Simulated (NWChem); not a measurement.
**Correlation energy of chlorine (Cl₂)**

SMILES: ClCl
```xyz
2

Cl     0.0000     0.0000     1.0128
Cl     0.0000     0.0000    -1.0128
```
Charge 0, spin multiplicity 1.

Program: NWChem. Structure: optimised with PBE0/def2-SVP, a minimum by its harmonic frequencies.

Basis set: cc-pVDZ. Each correlation energy counts from its own Hartree-Fock reference.

The correlated methods keep 10 core orbitals frozen. No row is a measurement; the coupled-cluster row has its own basis-set and correlation limits.

### Question
Order these methods by the correlation energy they give, lowest first: RI-MP2, SCS-MP2, CCSD, CCSD+T(CCSD), CR-CCSD[T].

### Answer
CCSD+T(CCSD) (-303.4 mHa), CR-CCSD[T] (-302.2 mHa), CCSD (-296.8 mHa), RI-MP2 (-271.1 mHa), SCS-MP2 (-263.9 mHa)
